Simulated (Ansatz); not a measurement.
**r2SCAN/cc-pVTZ run of CH3Al (SMILES C[Al])**

Aim: the vertical ionisation energy of CH3Al at r2SCAN/cc-pVTZ, from 2 runs. 

Program for the calculation: Ansatz 0.2.0.

68 further runs of the same task are left out: 68 set aside as unsound or not needed.

### 1 The structure to begin with

CH3Al: 5 atoms, total charge 0, spin state singlet. SMILES: `C[Al]`. Geometry: relaxed at PBE0-D4/def2-TZVP.

Bond lengths: C1–Al2 1.988 Å, C1–H3 1.098 Å, C1–H4 1.098 Å, C1–H5 1.098 Å. Angles: Al2–C1–H3 111.8°, Al2–C1–H4 111.8°, Al2–C1–H5 111.8°, H3–C1–H4 107.1°, H3–C1–H5 107.1°, H4–C1–H5 107.1°.

### 2 The energy at r2SCAN/cc-pVTZ

Contents of run.yaml:

```yaml
basis:
  gaussian: {orbitals: cc-pVTZ}
crystal:
  periodic: [false, false, false]
  atoms:
    - {symbol: C, position_ang: [-0.131220, -0.057510, 0.054000]}
    - {symbol: Al, position_ang: [1.572690, 0.689240, -0.647230]}
    - {symbol: H, position_ang: [-0.230740, -1.127460, -0.171770]}
    - {symbol: H, position_ang: [-0.205100, 0.049890, 1.144270]}
    - {symbol: H, position_ang: [-1.005630, 0.445840, -0.379270]}
total_charge: 0
hamiltonian: {xc: r2scan}
accuracy: high
output: {orbitals: {seedname: orbitals}}
```

Launch:

```bash
ansatz run run.yaml --threads 1 --pin off --max-ram 3480MiB --events-out events.jsonl --progress --plain --runs-dir runs
```

The program printed:

```text
Warning: RAYON_NUM_THREADS=1 ignored (pool sized by the plan → 1); use --threads N
Functional definition: r2SCAN
  name "r2SCAN"
  parameter k0 = 0.174
  parameter k1 = 0.065
  parameter a1 = 4.9479
  exchange = r2scan_x(k0 = k0, k1 = k1, a1 = a1)
  correlation = r2scan_c
1819 factors; integrals over basis functions are off by at most 3.2e-9 eV
mean field evaluation 1: about -7672.4538 eV, gradient 6.0e1 eV
mean field evaluation 2: about -7640.1735 eV, gradient 9.0e1 eV
mean field evaluation 4: about -7680.8704 eV, gradient 3.2e0 eV
mean field evaluation 8: about -7680.9201 eV, gradient 2.3e-1 eV
mean field evaluation 16: about -7680.9204 eV, gradient 1.8e-5 eV
mean field -7680.92036840 eV, -282.2686172239 hartree, gradient 2.4e-8 eV, S^2 0.000000; 0 other end points of the search recorded, 0 dependent functions left out
reference -7680.92036908 eV, -282.2686172489 hartree; 11, 11 occupied and 95, 95 virtual orbitals, 1819 factors
Total energy: -7680.92036908 eV, -282.2686172489 hartree
```

Wall time 4.2 s (1 thread of Intel Xeon 6975P-C (Granite Rapids), shared host); peak memory 0.28 GiB.

### 3 The doublet cation

Contents of molecule.yaml:

```yaml
crystal:
  periodic: [false, false, false]
  atoms:
    - symbol: C
      position_ang: [-0.131220, -0.057510, 0.054000]
    - symbol: Al
      position_ang: [1.572690, 0.689240, -0.647230]
    - symbol: H
      position_ang: [-0.230740, -1.127460, -0.171770]
    - symbol: H
      position_ang: [-0.205100, 0.049890, 1.144270]
    - symbol: H
      position_ang: [-1.005630, 0.445840, -0.379270]
basis:
  gaussian: {orbitals: cc-pVTZ}
total_charge: 1
magnetization: {spin_polarized: true, initial_magnetization: 1}
hamiltonian: {xc: r2scan}
accuracy: high
output: {orbitals: {seedname: orbitals}}
```

Launch:

```bash
ansatz run molecule.yaml --threads 1 --pin off --max-ram 3480MiB --events-out events.jsonl --progress --plain --runs-dir runs
```

The program printed (excerpt; [...] marks lines left out):

```text
Warning: RAYON_NUM_THREADS=1 ignored (pool sized by the plan → 1); use --threads N
[... 7 set-up lines as earlier in the session ...]
1819 factors; integrals over basis functions are off by at most 3.2e-9 eV
mean field evaluation 1: about -7653.7631 eV, gradient 6.3e1 eV
mean field evaluation 2: about -7524.4148 eV, gradient 1.1e2 eV
mean field evaluation 4: about -7672.8903 eV, gradient 7.9e0 eV
mean field evaluation 8: about -7673.3427 eV, gradient 1.4e-1 eV
mean field evaluation 16: about -7673.3429 eV, gradient 3.8e-5 eV
mean field -7673.34286168 eV, -281.9901489883 hartree, gradient 1.0e-8 eV, S^2 0.760458; 0 other end points of the search recorded, 0 dependent functions left out
reference -7673.34286536 eV, -281.9901491235 hartree; 11, 10 occupied and 95, 96 virtual orbitals, 1819 factors
Total energy: -7673.34286536 eV, -281.9901491235 hartree
```

Run time: 6.3 s. Hardware: 1 thread of Intel Xeon 6975P-C (Granite Rapids), shared host; peak memory 0.38 GiB.

### 4 Summary of results

At r2SCAN/cc-pVTZ:

| quantity | value |
| --- | --- |
| singlet CH3Al: total energy | -282.26862 Eh |
| singlet CH3Al: HOMO energy | -4.81 eV |
| singlet CH3Al: LUMO energy | -1.93 eV |
| singlet CH3Al: HOMO–LUMO gap | 2.88 eV |
| doublet cation: total energy | -281.99015 Eh |
| doublet cation: HOMO energy (highest over α and β) | -12.43 eV |
| doublet cation: LUMO energy (lowest over α and β) | -10.11 eV |
| doublet cation: ⟨S²⟩ | 0.760 |
| vertical ionisation energy (to the doublet cation) | 7.578 eV |

In words: Removing an electron at fixed nuclei costs 7.58 eV (731 kJ/mol). −ε(HOMO) before ionisation, 4.81 eV, is 2.76 eV below this ionisation energy.
